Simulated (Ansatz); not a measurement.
A made-up structure of MgSiH2Cl (charge +1), closed shell:

```
5
angstrom
Si -0.9408 0.4187 -0.5129
Mg 1.2601 -0.5615 0.6873
Cl 3.0038 -1.3368 1.6368
H 4.1238 -1.1957 2.3399
H -2.1708 -0.3417 -0.8552
```

It is relaxed with PBE-D4/def2-SVP and then PBE0-D4/def2-TZVP (Ansatz 0.2.0). Atoms count as bonded within 1.22 times the sum of their covalent radii (H–H: 0.88 Å). The end point is not checked to be a true minimum.

Does its bonding change? (A judgement: the text doesn't fix the answer.)

Computed: No: no bond forms or breaks.

Where it ends: The first stage lowers the energy by 1.30 eV in 6 steps. It ends as MgSiH₂Cl ([SiH][Mg][ClH]), total charge +1:
```csv
atom,x (Å),y (Å),z (Å)
Si1,-0.9665,0.7956,-0.4928
Mg2,1.0139,-0.6019,0.6261
Cl3,3.0376,-1.8069,1.7499
H4,3.8149,-0.8282,2.0733
H5,-1.6239,-0.5755,-0.6604
```

Labels in which every atom is bracketed show which atoms are joined, not bond orders.

For scale, one of the runs: PBE0-D4/def2-TZVP relaxation, 118 basis functions, launched by `ansatz run in.yaml --threads 2 --pin off --events-out ev --progress --plain --max-ram 4352MiB`. Hardware: 2 CPU threads of an Arm Neoverse V1, shared host. Wall time about 31 s.
